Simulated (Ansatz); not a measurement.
The first iterations of a band of C2H7Al + H2 (12 atoms, charge 0, multiplicity 1).

All numbers below come from RKS PBE0/6-31G* in Ansatz 0.2.0.

```yaml
movable_images: 9
climbing_image: yes
spring: 5.0 eV/Å²
optimiser: quadratic models (default)
start_path: through a guess of the saddle point
force_threshold: 0.05 eV/Å
iteration_limit: 60
end_points: relaxed
```

Image 0:

```xyz
12
Properties=species:S:1:pos:R:3
Al -0.091 -0.010 0.389
C 0.082 0.159 2.351
H -0.830 -0.212 2.840
H 0.902 -0.481 2.706
C 0.346 1.605 2.798
H 0.446 1.684 3.888
H 1.271 2.004 2.364
H -0.468 2.280 2.505
H 1.213 -0.084 -0.534
H -1.518 0.102 -0.323
H -0.312 -2.323 0.125
H -0.198 -2.278 0.865
```

Image 10:

```xyz
12
Properties=species:S:1:pos:R:3
Al -0.502 -0.776 -0.146
C 0.408 -0.025 2.387
H -0.591 -0.476 2.303
H 0.962 -0.642 3.102
C 0.318 1.434 2.808
H -0.185 1.527 3.777
H 1.313 1.880 2.902
H -0.250 2.021 2.079
H 0.879 -0.614 -0.931
H -1.518 0.453 -0.089
H -0.961 -2.222 0.347
H 0.971 -0.115 1.437
```

| iteration | highest image above the first end (eV) | largest band force component (eV/Å) |
| --- | --- | --- |
| 1 | 2.543 | 6.952 |
| 2 | 1.363 | 2.089 |
| 3 | 1.066 | 1.479 |
| 4 | 1.402 | 1.835 |

Task: Does the band converge within its limit, and where does its top end?

Result: The run converged. It ended after 14 iterations with the highest image 1.080 eV above the first end. A vibrational analysis at the climbing image gives 2 clearly imaginary modes (1346i, 67i cm⁻¹): a point of higher order, so a lower path passes nearby. The orbitals stay closed-shell, which can raise the energy where a bond breaks towards radicals; this wasn't checked here.

Time of the run: 6.4 min on 1 thread of Arm Neoverse V1 (shared host), peak memory 0.13 GiB.
